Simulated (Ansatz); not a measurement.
System: CH₄, charge 0, singlet. CH4 (methane, SMILES C).
B3LYP-D3(BJ)/def2-TZVP minimum from Ansatz (an electronic-structure program):
```
C
H 1 1.0892
H 1 1.0892 2 109.47
H 1 1.0892 2 109.47 3 120.00
H 1 1.0892 2 109.47 3 -120.00
```

Hartree-Fock and MP2 correlation energies in hartree (Ansatz). UHF or UKS for unpaired electrons; spin-orbit terms are left out. Correlated methods leave the cores frozen. No relativity.

```csv
basis,X,E(HF),"E(corr, MP2)"
cc-pVTZ,3,-40.21333,-0.19830
cc-pVQZ,4,-40.21615,-0.21010
cc-pV5Z,5,-40.21689,withheld
```

Problem. Fit E(corr) = E∞ + A/X³ to X = 3 and 4, predict X = 5, and compare with the run.

Solution. A = (-0.19830 - (-0.21010))/(1/27 - 1/64) = 0.5511; E∞ = -0.21010 - A/64 = -0.21871; at X = 5, E∞ + A/125 = -0.21430. The run gave -0.21437, 0.07 mEh below the prediction. The same form on X = 4 and 5 gives E∞ = -0.21885, 0.14 mEh below the first estimate.
